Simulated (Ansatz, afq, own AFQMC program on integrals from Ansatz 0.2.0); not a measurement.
**GeNH2, quartet: a scan with AFQMC**

```json
{"atom": "Ge", "x (Å)": "0.0000", "y (Å)": "0.0000", "z (Å)": "0.4319"}
{"atom": "N", "x (Å)": "0.0000", "y (Å)": "0.0000", "z (Å)": "-1.8834"}
{"atom": "H", "x (Å)": "0.0000", "y (Å)": "0.8309", "z (Å)": "-2.4773"}
{"atom": "H", "x (Å)": "0.0000", "y (Å)": "-0.8309", "z (Å)": "-2.4773"}
```

The Ge1–N2 distance is changed with both sides rigid. Energies in kJ/mol count from this geometry (2.315 Å) at the same level; the start stands on UHF, each point on the determinant named.

Basis cc-pVDZ. Only valence electrons are correlated. Integrals, coupled cluster, full CI and functionals: Ansatz 0.2.0; the random walks run on the same integrals in our own AFQMC program. The CISD trial takes its coefficients from CCSD amplitudes. Released means that phaseless walkers are propagated on without the constraint, phases kept. Error bars are statistical, one sigma. No spin–orbit coupling.

Cautions, each for one point or more: inner d shell frozen; lower spins were not checked; no relativity below Rb; no spin-orbit coupling.

| r(Ge1–N2) / Å | det. | T1 | weight | ⟨S²⟩ | CCSD | B3LYP | CCSD(T) |
| --- | --- | --- | --- | --- | --- | --- | --- |
| 2.592 | UHF | 0.013 | 0.90 | 3.78 | 0.8 | 4.4 | 1.5 |
| 3.202 | UHF | 0.009 | 0.90 | 3.77 | 22.1 | 32.5 | 24.4 |
| 4.264 | UHF | 0.007 | 0.90 | 3.77 | 44.1 | 58.8 | 47.2 |
| 6.232 | UHF | 0.007 | 0.90 | 3.77 | 51.7 | 66.9 | 54.9 |

Q: Estimate the curve of CCSDT(Q), counted from the same start.

A: 
```tsv
r(Ge1–N2) / Å	det.	T1	weight	⟨S²⟩	CCSDT(Q)	ph-AFQMC/CISD	released AFQMC
2.592	UHF	0.013	0.90	3.78	1.6	-0.3 ± 1.4	3.1 ± 2.5
3.202	UHF	0.009	0.90	3.77	24.9	26.3 ± 1.4	–
4.264	UHF	0.007	0.90	3.77	47.9	48.5 ± 1.4	48.0 ± 2.4
6.232	UHF	0.007	0.90	3.77	55.7	56.0 ± 1.3	56.9 ± 2.2
```

Weight is that of the determinant in the CISD state; at the start T1 is 0.015 and the weight 0.90, and ⟨S²⟩ is 3.79. A dash marks a missing value, a released energy that hasn't settled or a functional that sits on another state. Largest departures from CCSDT(Q), at the points where its series has closed: CCSD(T) -0.7 kJ/mol at 6.232 (on UHF), ph-AFQMC/CISD -2.0 kJ/mol at 2.592 (on UHF) (within the noise), released AFQMC 1.5 kJ/mol at 2.592 (on UHF) (within the noise), CCSD -4.0 kJ/mol at 6.232 (on UHF), B3LYP 11.2 kJ/mol at 6.232. Functionals count only at points shown to share the start's state and spin. In this small basis the wave-function levels are far from their limit, so their gap to the functionals isn't the functionals' error.

A walk keeps the symmetry of its determinant, which the program's search chose and which needn't be the lowest solution, so a lower state of the same spin and another symmetry isn't excluded. Released energies are given only where the last usable release times agree within the noise; a slower fall can still hide under it.
